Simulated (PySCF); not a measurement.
An element was calculated at r2SCAN (PySCF 2.14, non-relativistic, a double-zeta basis, no spin-orbit coupling), in the ground configurations that NIST lists.

* first ionisation energy: 15.874 eV
* second ionisation energy: 27.679 eV
* third ionisation energy: 40.576 eV

Task: Which element is it?

Result: Argon (Ar, Z = 18), in dyall-av2z. NIST lists 15.760, 27.630, 40.735 ± 0.012 eV for these ionisation energies.
